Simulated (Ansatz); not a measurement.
# N2H3 (hydrazinyl radical) at UCCSD(T)/STO-3G

Aim: the vertical ionisation energy of N2H3 (hydrazinyl radical) at UCCSD(T)/STO-3G, from 2 runs. 

Program for the calculation: Ansatz 0.2.0.

34 further runs of the same task are left out: 34 set aside as unsound or not needed.

## (1) Starting point

N2H3 has 5 atoms, charge 0, and is taken as a doublet. As SMILES, `[NH]N`. The shape is that of a GFN2-xTB optimisation. This is one conformer, not always the lowest.

Bond lengths: N1–N2 1.335 Å, N1–H3 1.020 Å, N2–H4 1.011 Å, N2–H5 1.017 Å. Angles: N1–N2–H4 112.8°, N1–N2–H5 121.7°, N2–N1–H3 109.8°, H4–N2–H5 116.1°.

## (2) A single-point energy at UCCSD(T)/STO-3G

Contents of job.yaml:

```yaml
crystal:
  periodic: [false, false, false]
  atoms:
    - {symbol: N, position_ang: [-0.174970, -0.805480, 0.447260]}
    - {symbol: N, position_ang: [-0.126270, 0.251970, -0.365880]}
    - {symbol: H, position_ang: [0.751750, -0.989150, 0.831090]}
    - {symbol: H, position_ang: [-1.043070, 0.577800, -0.638700]}
    - {symbol: H, position_ang: [0.592550, 0.964850, -0.273770]}
basis:
  gaussian:
    orbitals: STO-3G
magnetization:
  spin_polarized: true
  initial_magnetization: 1
correlation:
  method: ccsd_t
  frozen_orbitals: {H: 0, "N": 1}
accuracy: high
scf:
  omitted_lower_state_checks: [cluster_reference, increment]
```

Command:

```sh
$ ansatz run job.yaml --threads 1 --pin off --max-ram 2610MiB --events-out events.jsonl --progress --plain --runs-dir runs
```

Standard output, cut to the lines that bear on the results:

```text
Warning: RAYON_NUM_THREADS=1 ignored (pool sized by the plan → 1); use --threads N
Functional definition: HF
  name "HF"
[...]
209 factors; integrals over basis functions are off by at most 1.2e-8 eV
[...]
mean field -2969.91284025 eV, -109.1422838001 hartree, gradient 2.0e-8 eV, S^2 0.755266; 0 other end points of the search recorded, 0 dependent functions left out
2 core orbitals not correlated: weight in the atoms' cores, before any rotation towards them, 1.000 or more for the frozen orbitals, at most 0.000 for the correlated occupied ones
reference -2969.91284025 eV, -109.1422838001 hartree; 7, 6 occupied and 4, 5 virtual orbitals, 209 factors
second order -2.07665713 eV of doubles, -0.00000000 eV of singles
cycle   1  -2.54716895 eV  change   -4.7e-1 eV  update   5.7e-2
[...]
cycle  21  -2.83389424 eV  change   6.0e-10 eV  update   1.6e-9
perturbative correction -0.02521583 eV, -0.0009266646 hartree
Total energy: -2972.77195033 eV, -109.2473541573 hartree
Checks for a lower state left out: cluster_reference, increment
```

It took 0.22 s on 1 thread of Arm Neoverse V1, shared host.

## (3) The singlet cation

Contents of molecule.yaml:

```yaml
crystal:
  periodic: [false, false, false]
  atoms:
    - {symbol: N, position_ang: [-0.174970, -0.805480, 0.447260]}
    - {symbol: N, position_ang: [-0.126270, 0.251970, -0.365880]}
    - {symbol: H, position_ang: [0.751750, -0.989150, 0.831090]}
    - {symbol: H, position_ang: [-1.043070, 0.577800, -0.638700]}
    - {symbol: H, position_ang: [0.592550, 0.964850, -0.273770]}
basis:
  gaussian:
    orbitals: STO-3G
scf:
  omitted_lower_state_checks: [cluster_reference, increment]
accuracy: high
total_charge: 1
correlation:
  method: ccsd_t
  frozen_orbitals: {H: 0, "N": 1}
```

Command:

```sh
$ ansatz run molecule.yaml --threads 1 --pin off --max-ram 2610MiB --events-out events.jsonl --progress --plain --runs-dir runs
```

Standard output, cut to the lines that bear on the results:

```text
Warning: RAYON_NUM_THREADS=1 ignored (pool sized by the plan → 1); use --threads N
[... 2 set-up lines as earlier in the session ...]
[...]
209 factors; integrals over basis functions are off by at most 1.2e-8 eV
[...]
mean field -2963.33626638 eV, -108.9005991681 hartree, gradient 5.7e-8 eV, S^2 0.000000; 0 other end points of the search recorded, 0 dependent functions left out; unrestricted orbitals would lower it
2 core orbitals not correlated: weight in the atoms' cores, before any rotation towards them, 1.000 or more for the frozen orbitals, at most 0.000 for the correlated occupied ones
reference -2963.33626638 eV, -108.9005991681 hartree; 6, 6 occupied and 5, 5 virtual orbitals, 209 factors
second order -3.64898856 eV of doubles, -0.00000000 eV of singles
cycle   1  -4.02149429 eV  change   -3.7e-1 eV  update   1.0e-1
[...]
cycle  23  -4.50229687 eV  change  -9.3e-10 eV  update  3.9e-10
perturbative correction -0.11701433 eV, -0.0043001974 hartree
Total energy: -2967.95557758 eV, -109.0703557236 hartree
Checks for a lower state left out: cluster_reference, increment
```

Run time: 0.12 s. Hardware: 1 thread of Arm Neoverse V1, shared host.

## (4) What came out

Level: UCCSD(T)/STO-3G, 2 core orbitals frozen.

| quantity | value |
| --- | --- |
| doublet N2H3: total energy | -109.24735 Eh |
| doublet N2H3: correlation energy (2 core orbitals frozen) | -105.1 mEh |
| doublet N2H3: (T) correction | -0.93 mEh |
| doublet N2H3: ⟨S²⟩ of the reference determinant | 0.755 |
| doublet N2H3: T1 diagnostic | 0.018 |
| singlet cation: total energy | -109.07036 Eh |
| singlet cation: correlation energy (2 core orbitals frozen) | -169.8 mEh |
| singlet cation: (T) correction | -4.30 mEh |
| singlet cation: T1 diagnostic | 0.032 |
| vertical ionisation energy (to the singlet cation) | 4.816 eV |

What this shows: Removing an electron at fixed nuclei costs 4.82 eV (465 kJ/mol). Only the singlet of the ionised species was computed; a triplet could lie lower. In a minimal basis such a difference can be off by several eV, whatever the method. The triples (doublet N2H3) make up 0.9 % of the correlation energy. The T1 diagnostic (singlet cation) of 0.032 is above the customary mark for such species, so a single reference may not serve. The restricted solution (singlet cation) is unstable to spin breaking: an unrestricted one lies lower.
